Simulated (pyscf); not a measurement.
# Four-centre exchange: Cl–B(Cl)–Cl + H₂O → HCl + HO–B(Cl)–Cl

Gas phase, singlet surface, charge 0. Bonds broken: Cl1–B2, O5–H6. Bonds formed: Cl1–H6, B2–O5. Optimised with ωB97X-D3(BJ)/def2-SVP in PySCF. MP2 and CC: frozen core, UHF for open shells. ΔMP2 is the change of the MP2 total energy from the triple- to the quadruple-zeta basis.

Transition state (Å):

```xyz
7

Cl    -0.3207     0.9012     1.3619
B      0.1728     0.0574    -0.6213
Cl     1.8645     0.4241    -0.9405
Cl    -1.0769     0.5676    -1.7728
O     -0.0784    -1.2650     0.0038
H     -0.3215    -0.5798     1.0339
H     -0.8790    -1.6711    -0.3633
```

One imaginary mode, 1138i cm⁻¹; descent along it reached the two sides named, in the forms told below.

| bond | change | reactant side (Å) | saddle | product side |
|---|---|---|---|---|
| Cl1–B2 | breaks | 1.821 | 2.211 | 3.5 |
| O5–H6 | breaks | 0.974 | 1.261 | 2.208 |
| Cl1–H6 | forms | 2.471 | 1.517 | 1.286 |
| B2–O5 | forms | 1.675 | 1.484 | 1.351 |

Electronic energies relative to the separated reactants (eV):

| level | barrier | reaction energy | reverse barrier |
|---|---|---|---|
| ωB97X-D3(BJ)/def2-TZVP | 0.44 | -0.57 | 1.02 |
| PBE/def2-TZVP | 0.29 | -0.56 | 0.85 |
| r²SCAN/def2-TZVP | 0.29 | -0.61 | 0.90 |
| B3LYP-D3(BJ)/def2-TZVP | 0.43 | -0.62 | 1.05 |
| PBE0-D3(BJ)/def2-TZVP | 0.31 | -0.58 | 0.89 |
| M06-2X/def2-TZVP | 0.36 | -0.66 | 1.01 |
| ωB97M-D3(BJ)/def2-TZVP | 0.41 | -0.64 | 1.05 |
| HF/def2-TZVP | 1.10 | -0.77 | 1.87 |
| MP2/def2-QZVPP | 0.47 | -0.51 | 0.98 |
| CCSD/def2-TZVPP | 0.65 | -0.63 | 1.28 |
| CCSD(T)/def2-TZVPP | 0.55 | -0.59 | 1.14 |
| CCSD(T)/def2-TZVPP + ΔMP2(QZVPP) | 0.55 | -0.57 | 1.12 |

With CCSD(T)/def2-TZVPP + ΔMP2(QZVPP) energies and thermal terms (ideal gas, 1 atm, RRHO with modes under 100 cm⁻¹ raised to 100, one conformer, R ln 2 for rigid chiral ones), in eV:

```
T (K)   ΔH‡   ΔG‡     ΔH     ΔG
-----  ----  ----  -----  -----
298    0.47  0.90  -0.60  -0.61
600    0.48  1.33  -0.60  -0.63
900    0.51  1.75  -0.58  -0.64
1200   0.54  2.16  -0.57  -0.67
```

On the reactant side the descent ends in an adduct with a B–O contact, 0.40 eV under the separated species and 0.84 eV under the saddle at ωB97X-D3(BJ)/def2-TZVP. What is counted as formed (B–O) is already present as a longer contact in the reactant adduct; forming that adduct is a step of its own. This is the saddle that the search found; another between the same sides may lie lower. The CCSD(T) − MP2 part came from Ansatz, without density fitting, on the same reference.
